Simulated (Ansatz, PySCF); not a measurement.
A calculation on zinc-blende BP returned lattice constant a 4.524 Å, bulk modulus 175 GPa, cohesive energy 5.27 eV/atom.

For reference: lattice constant a 4.525 Å (measured, static lattice: zero-point anharmonic expansion removed; as tabulated in Mejia-Rodriguez and Trickey (2018), arXiv:1807.09216); bulk modulus 176 GPa (measured, 0 K, zero-point effect removed, sources range from 168 to 176; as tabulated in Goldzak et al. (2022), arXiv:2208.04865); cohesive energy 5.14 eV/atom (measured, static lattice: zero-point vibration energy added, sources range from 5.14 to 5.20; as tabulated in Mejia-Rodriguez and Trickey (2018), arXiv:1807.09216).

Q: Which level of theory produced these numbers?
A) MP2 (PySCF)
B) PBE (Ansatz (a first-principles code))
C) HSE06 (Ansatz)
D) LDA (Ansatz)

A: C, HSE06 (Ansatz)

The others give: LDA 4.490 Å, 176 GPa, 6.23 eV/atom; PBE 4.548 Å, 162 GPa, 5.29 eV/atom; MP2 4.490 Å, 179 GPa, 5.64 eV/atom.

Unless a cell is named, each level is at its own relaxed cell (HSE06 11.57, LDA 11.32, MP2 11.31, PBE 11.76 Å³/atom).

Ansatz's density-functional and Hartree–Fock values are scalar-relativistic unless marked +SOC, with PAW data made under PBE.
